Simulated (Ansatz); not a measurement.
**Competing steps**

Reactants: CH₆BN ([CH3][BH][NH2]) (brackets give SMILES or just the links). Saddle points were found for several chosen steps; others may exist. Gas-phase electronic energies, without zero-point energy, by CCSD(T) at an estimated basis limit (MP2 extrapolated from triple and quadruple zeta, plus CCSD(T) − MP2 in triple zeta); Ansatz 0.2.0, def2-TZVPP and QZVPP, frozen cores, on PBE0-D4/def2-TZVP structures. Extrapolation: Hartree–Fock as exp(−7.88 √X), correlation as X^−2.97. No counterpoise correction.

Problem. Rank the steps by the energy of their saddle points, lowest first, and give each saddle's height above the lowest. (To be estimated.)
A. 1,2-elimination, to BNH₂ ([BH][NH]) + CH₄ (breaks or loosens B–C, H–N; forms C–H)
B. 1,2-elimination, to CH₃B ([BH][CH2]) + NH₃, still joined by a dative B–N bond (breaks or loosens B–N, C–H; forms H–N)

Solution. By the calculation: B (0.0 kJ/mol), A (13.3 kJ/mol). Heights count from the lowest.

The lowest of these saddles lies at 327.6 kJ/mol relative to the reactant.

Problem. Does the lowest of these saddles lead to the lowest end structure (the products still in contact)? (A judgement: the text doesn't fix the answer.)

Solution. By the calculation: No: the step over a higher saddle ends lower. Relative to the reactant, the ends lie at 199.0 (CH₃B ([BH][CH2]) + NH₃); 132.8 (BNH₂ ([BH][NH]) + CH₄) kJ/mol.

T1 diagnostic: at most 0.014.

For scale, one of the runs: CCSD(T)/def2-TZVPP, 177 basis functions, launched by `ansatz run in.yaml --threads 2 --pin off --events-out ev --progress --plain --max-ram 4352MiB`. The run took 25 s on 2 CPU threads of an Arm Neoverse V1 (shared host), with 1.7 GiB of host memory at its peak.
